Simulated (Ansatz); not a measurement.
The same path of AlH₅NSi (8 atoms, charge 0, multiplicity 2) was run 3 times with different band settings. Lost on the way: Si3–H7. Made: Al2–H7.

Theory: Ansatz 0.2.0, UKS r2SCAN-D4/def2-SVP.

Relaxed end points:

```xyz
8
Properties=species:S:1:pos:R:3
N -1.076 1.256 -1.251
Al 0.563 1.027 -0.582
Si 0.872 -0.914 0.934
H -1.872 0.649 -1.057
H -1.369 2.001 -1.877
H 1.238 -0.450 2.312
H 1.993 -1.789 0.458
H -0.349 -1.780 1.063
```

```xyz
8
Properties=species:S:1:pos:R:3
N -0.799 0.948 -1.274
Al 0.625 0.283 -0.445
Si 0.284 -1.131 1.450
H -1.768 0.794 -1.013
H -0.761 1.542 -2.098
H 1.392 -1.659 2.302
H 2.066 0.625 -1.012
H -1.040 -1.402 2.089
```

Common settings: movable images 7; climbing image yes; spring 5.0 eV/Å²; force threshold 0.03 eV/Å; iteration limit 60; end points relaxed.

| run | optimiser | start path | largest step |
| --- | --- | --- | --- |
| 1 | quadratic models (default) | through a guess of the saddle point | default |
| 2 | quadratic models (default) | straight line | default |
| 3 | fire | through a guess of the saddle point | 0.02 Å |

(1) What does each run give, and how far can it be trusted?

Answers

(1) Run 1: converged after 32 iterations, highest image 1.322 eV above the first end. A vibrational analysis at the climbing image gives one clearly imaginary mode, 938i cm⁻¹: a first-order saddle point.
Run 2: converged after 20 iterations, highest image 1.322 eV above the first end. Another band between the same ends (7 images) ends at a top of the same energy, where a vibrational analysis finds 1 clearly imaginary mode.
Run 3: not converged after 60 iterations, highest image 1.497 eV above the first end. The band didn't meet its force threshold, so its energies are provisional: the largest band force was still 0.23 eV/Å, and over the last iterations the top moved between 1.50 and 1.51 eV.
